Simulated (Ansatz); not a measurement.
Molecule: methylidyne radical, CH (charge 0, doublet). SMILES: [CH]
Coordinates optimised at B3LYP-D3(BJ)/def2-TZVP (Ansatz, a quantum-chemistry and plane-wave program):
```
C
H 1 1.1235
```
Charge 0, spin multiplicity 2.

Property: vertical electron affinity (to the triplet state of charge -1; a negative value means that the extra electron is unbound and the number depends on the basis; each state is the SCF solution reached for its spin; the UHF <S^2> is 1.10 for the doublet (pure: 0.75); for the doublet T1 is 0.109), in eV. Valence correlation only, unless marked. Open shells are spin-unrestricted. Spin-orbit coupling is left out. No relativistic terms. Anions need diffuse functions: aug- sets have them; def2-D sets add few. CBS(X,Y): correlation extrapolated as X^-3; Hartree-Fock from the larger set.

```json
[
 {"level": "SVWN5/def2-TZVPD", "program": "Ansatz", "vertical electron affinity (eV)": "1.48", "minus last row": "0.29"},
 {"level": "wB97M-V/def2-TZVPD", "program": "Ansatz", "vertical electron affinity (eV)": "1.03", "minus last row": "-0.16"},
 {"level": "wB97X/def2-TZVPD", "program": "Ansatz", "vertical electron affinity (eV)": "1.06", "minus last row": "-0.13"},
 {"level": "CCSD/def2-TZVPPD", "program": "Ansatz", "vertical electron affinity (eV)": "0.91", "minus last row": "-0.28"},
 {"level": "CCSD/aug-cc-pVQZ", "program": "Ansatz", "vertical electron affinity (eV)": "1.10", "minus last row": "-0.09"},
 {"level": "CCSD/def2-QZVPPD", "program": "Ansatz", "vertical electron affinity (eV)": "1.01", "minus last row": "-0.18"},
 {"level": "CCSD/CBS(aug-cc-pVTZ,aug-cc-pVQZ)", "program": "Ansatz", "vertical electron affinity (eV)": "1.11", "minus last row": "-0.08"},
 {"level": "CCSD(T)/def2-SVPD", "program": "Ansatz", "vertical electron affinity (eV)": "0.70", "minus last row": "-0.49"},
 {"level": "CCSD(T)/def2-QZVPPD", "program": "Ansatz", "vertical electron affinity (eV)": "1.08", "minus last row": "-0.11"},
 {"level": "CCSD(T)/CBS(aug-cc-pVTZ,aug-cc-pVQZ)", "program": "Ansatz", "vertical electron affinity (eV)": "1.19", "minus last row": "0.00"}
]
```
